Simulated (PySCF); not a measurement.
**SMILES C[C@@H]1C[C@H]1S, C$_{4}$H$_{8}$S**

Geometry (Å), atoms numbered from 1 in this order:
```xyz
13

C    -1.583   -0.452   -0.157
C    -0.284    0.013    0.449
C     0.357    1.284   -0.019
C     0.972   -0.037   -0.369
S     2.532   -0.479    0.419
H    -2.423    0.022    0.347
H    -1.626   -0.197   -1.213
H    -1.688   -1.531   -0.058
H    -0.178   -0.220    1.502
H     0.867    1.900    0.706
H    -0.117    1.843   -0.813
H     0.920   -0.377   -1.395
H     2.246   -1.770    0.584
```

The calculation used TDDFT CAM-B3LYP/def2-SVPD circular dichroism and optical rotation, one conformer, gas phase in PySCF 2.14.0. Geometry: GFN2-xTB.

The molecule is flexible and this is one conformer; a measurement averages over conformers. States above about 8.1 eV lie in this functional's continuum (it starts at minus the energy of the highest occupied orbital, well below the true ionisation energy for most functionals) and depend on the basis.

(1) Draw the ECD and absorption spectra from the lowest 16 states, each a Gaussian of half-width 0.2 eV at 1/e height.

Answers

(1) 
```tsv
E (eV)	λ (nm)	Δε (L mol⁻¹ cm⁻¹)	ε (L mol⁻¹ cm⁻¹)
5.09	243	+0.01	0.758
5.19	239	+0.06	7.19
5.29	234	+0.33	41.4
5.39	230	+1.14	144
5.49	226	+2.42	306
5.59	222	+3.10	393
5.69	218	+2.42	309
5.79	214	+1.14	175
5.89	210	+0.32	232
5.99	207	+0.03	740
6.09	203	-0.05	1710
6.19	200	-0.08	2420
6.29	197	-0.07	2070
6.39	194	-0.04	1080
6.49	191	-0.01	340
6.59	188	-0.02	67.4
6.69	185	-0.19	30.7
6.79	183	-1.17	145
6.89	180	-4.34	558
6.99	177	-9.45	1360
7.09	175	-11.09	2250
7.19	172	-2.87	2780
7.29	170	+13.00	2820
7.39	168	+25.75	2420
7.49	165	+27.23	1870
7.59	163	+22.31	2000
7.69	161	+20.10	3570
7.79	159	+18.54	6270
7.89	157	+10.64	8400
7.99	155	-5.77	8590
8.09	153	-28.20	7510
8.19	151	-45.93	6330
8.29	149	-43.38	5560
8.39	148	-20.10	5440
8.49	146	+4.49	5490
8.59	144	+15.02	5450
8.69	143	+11.74	6050
```
Δε uses R in velocity form, ε uses f in length form. Only the states computed contribute, so the short-wavelength end is incomplete.
